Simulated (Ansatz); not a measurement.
A calculation with Ansatz (development build ahead of 0.2.0).

```yaml
crystal:
  periodic: [false, false, false]
  atoms:
    - { symbol: O, position_ang: [0.0, 0.0, -0.4268] }
    - { symbol: H, position_ang: [0.0, 0.0, 0.4268] }
basis:
  gaussian: { orbitals: cc-pVTZ }
magnetization:
  initial_magnetization: 1
hamiltonian:
  xc: hf
correlation:
  method: ccsd_t
  frozen_orbitals: { H: 0, O: 1 }
```

The input is written out in the form of the current development build from the run's settings. Correlation on restricted open-shell orbitals is semicanonical, with singles.

The run gave:

* Converged: yes
* Reference energy: -75.40242 hartree
* Correlation energy: -0.21875 hartree
* Total energy: -75.62117 hartree
